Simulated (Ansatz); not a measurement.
## Where CCSD(T) holds and where it slips

Each species is computed at the geometry given (Å), with frozen cores, in Ansatz 0.2.0: RHF-CCSD(T) for singlets, UHF-CCSD(T) otherwise, and full CI in the same basis. The program picks the determinant by trial CCSD, so it needn't be the lowest Hartree–Fock solution. States: PH2⁺ A1, BeP⁺ Σ⁻ or Δ, HSiC⁺ Π, LiS⁺ Σ⁻ or Δ. Cases whose determinant has another symmetry than full CI's state, or whose (Q) step broke down, weren't drawn.

Question: Judging by size, spin and bonding and the diagnostics given, rank them by the size of CCSD(T)'s error in total energy against full CI in the same basis, smallest first (an estimate).
A. PH$_{2}$⁺, singlet, cc-pVDZ: P 0.000 -0.042 0.000; H 0.000 0.642 -1.240; H 0.000 0.642 1.240. T1 0.013, (T) -72 meV in a correlation energy of -3.51 eV
B. HSiC⁺, triplet, 6-31G: Si 0.000 0.000 0.076; C 0.000 0.000 -1.651; H 0.000 0.000 1.575. T1 0.087, (T) -103 meV in a correlation energy of -2.99 eV
C. LiS⁺, triplet, cc-pVDZ: S 0.000 0.000 0.000; Li 0.000 0.000 2.443. T1 0.009, (T) -41 meV in a correlation energy of -2.89 eV
D. BeP⁺, triplet, cc-pVDZ: P 0.000 0.000 0.000; Be 0.000 0.000 2.002. T1 0.030, (T) -124 meV in a correlation energy of -3.26 eV

Answer: C (12.6 meV), A (24.4 meV), D (42.5 meV), B (75.7 meV).

| species | basis | correlated electrons | CCSD(T) − full CI (meV) | CCSDT(Q) − full CI (meV) | unpaired electrons (full CI) | T1 | ⟨S²⟩ of the determinant |
| --- | --- | --- | --- | --- | --- | --- | --- |
| LiS⁺, triplet | cc-pVDZ | 6 | 12.6 | 0.1 | 2.02 | 0.009 | 2.01 |
| PH2⁺, singlet | cc-pVDZ | 6 | 24.4 | 1.0 | 0.11 | 0.013 | 0.00 |
| BeP⁺, triplet | cc-pVDZ | 6 | 42.5 | -0.9 | 2.09 | 0.030 | 2.02 |
| HSiC⁺, triplet | 6-31G | 8 | 75.7 | 4.3 | 2.27 | 0.087 | 2.66 |

Unpaired electrons are Σ n²(2−n)² over natural occupations; an open shell counts its own unpaired electrons too. Frozen cores follow each run's orbitals, which moves totals by a few meV.
